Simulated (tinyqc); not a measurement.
Inside a calculation. Method: extended Hueckel theory, for PH3+. The parameters take no account of the charge, which enters only through the electron count. One step of it, computed by the program tinyqc.

Problem. Wolfsberg-Helmholz matrix. H_ij = K' S_ij (H_ii + H_jj)/2 for i != j (the diagonal keeps H_ii), with K' = K + D^2 + D^4 (1 - K), D = (H_ii - H_jj)/(H_ii + H_jj), K = 1.75.

overlap S, order 1P 3s, 1P 3px, 1P 3py, 1P 3pz, 2H 1s, 3H 1s, 4H 1s:
$$\begin{pmatrix}
1.000000 & 0.000000 & 0.000000 & 0.000000 & 0.378849 & 0.378983 & 0.378983 \\
0.000000 & 1.000000 & 0.000000 & 0.000000 & 0.509351 & -0.254766 & -0.254766 \\
0.000000 & 0.000000 & 1.000000 & 0.000000 & 0.000000 & 0.441126 & -0.441126 \\
0.000000 & 0.000000 & 0.000000 & 1.000000 & -0.171139 & -0.171200 & -0.171200 \\
0.378849 & 0.509351 & 0.000000 & -0.171139 & 1.000000 & 0.052084 & 0.052084 \\
0.378983 & -0.254766 & 0.441126 & -0.171200 & 0.052084 & 1.000000 & 0.052137 \\
0.378983 & -0.254766 & -0.441126 & -0.171200 & 0.052084 & 0.052137 & 1.000000
\end{pmatrix}$$

diagonal H_ii (eV): 1P 3s -18.600000, 1P 3px -14.000000, 1P 3py -14.000000, 1P 3pz -14.000000, 2H 1s -13.600000, 3H 1s -13.600000, 4H 1s -13.600000

K = 1.750000

Give: H.

Solution.

H (eV), order 1P 3s, 1P 3px, 1P 3py, 1P 3pz, 2H 1s, 3H 1s, 4H 1s:
$$\begin{pmatrix}
-18.600 & 0.000 & 0.000 & 0.000 & -10.818 & -10.822 & -10.822 \\
0.000 & -14.000 & 0.000 & 0.000 & -12.302 & 6.153 & 6.153 \\
0.000 & 0.000 & -14.000 & 0.000 & 0.000 & -10.654 & 10.654 \\
0.000 & 0.000 & 0.000 & -14.000 & 4.134 & 4.135 & 4.135 \\
-10.818 & -12.302 & 0.000 & 4.134 & -13.600 & -1.240 & -1.240 \\
-10.822 & 6.153 & -10.654 & 4.135 & -1.240 & -13.600 & -1.241 \\
-10.822 & 6.153 & 10.654 & 4.135 & -1.240 & -1.241 & -13.600
\end{pmatrix}$$
